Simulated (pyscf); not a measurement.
## Four-centre exchange: Cl–Zn–Cl + H₂Se -> HCl + Cl–Zn–SeH

Gas phase, singlet surface, charge 0. Bonds broken: Cl1–Zn2, Se4–H5. Bonds formed: Cl1–H5, Zn2–Se4. PySCF, gas phase, ωB97X-D3(BJ)/def2-SVP geometries.

Transition state (Å):

```xyz
6

Cl     0.6857     0.3243     0.9834
Zn    -1.1859    -0.9888     0.3259
Cl    -2.0267    -2.6907     1.2647
Se    -1.3297     0.6059    -1.5010
H     -0.0007     0.8499    -0.3039
H     -2.2598     1.4514    -0.7424
```

One imaginary mode, 738i cm⁻¹; descent along it reached the two sides named, in the forms told below.

| bond | change | reactant side (Å) | saddle | product side |
|---|---|---|---|---|
| Cl1–Zn2 | breaks | 2.134 | 2.379 | 2.7 |
| Se4–H5 | breaks | 1.466 | 1.805 | 2.8 |
| Cl1–H5 | forms | 3.4 | 1.551 | 1.296 |
| Zn2–Se4 | forms | 2.6 | 2.429 | 2.306 |

Electronic energies relative to the separated reactants (kJ/mol):

```tsv
level	barrier	reaction energy	reverse barrier
ωB97X-D3(BJ)/def2-TZVP	9.6	+11.5	-1.9
PBE/def2-TZVP	2.5	+11.9	-9.5
r²SCAN/def2-TZVP	2.6	+16.0	-13.4
B3LYP-D3(BJ)/def2-TZVP	15.8	+15.4	0.4
PBE0-D3(BJ)/def2-TZVP	3.7	+13.0	-9.3
M06-2X/def2-TZVP	13.1	+16.0	-2.9
ωB97M-D3(BJ)/def2-TZVP	29.1	+17.6	11.5
HF/def2-TZVP	92.0	+30.1	61.9
```

With ωB97M-D3(BJ)/def2-TZVP energies and thermal terms (ideal gas, 1 atm, RRHO with modes under 100 cm⁻¹ raised to 100, one conformer, R ln 2 for rigid chiral ones), in kJ/mol:

```csv
T (K),ΔH‡,ΔG‡,ΔH,ΔG
298,22.7,62.3,+17.6,+15.2
600,24.3,101.9,+18.7,+12.2
900,26.6,140.2,+19.0,+8.8
1200,28.9,177.7,+19.1,+5.4
```

On the reactant side the descent ends in an adduct with a Se–Zn contact, 61.4 kJ/mol under the separated species and 71.1 kJ/mol under the saddle at ωB97X-D3(BJ)/def2-TZVP. On the product side the descent ends in a complex, 27.3 kJ/mol under the separated species and 25.4 kJ/mol under the saddle at ωB97X-D3(BJ)/def2-TZVP. At ωB97X-D3(BJ), PBE, r²SCAN, PBE0-D3(BJ), M06-2X the saddle lies under the separated products, which points to a path from their complex (located at ωB97X-D3(BJ) alone), and parting the products costs more than the saddle. What is counted as formed (Se–Zn) is already present as a longer contact in the reactant adduct; forming that adduct is a step of its own. One saddle was located; it need not be the lowest between these sides. Elements up to Kr have no core potential and no relativistic terms here.
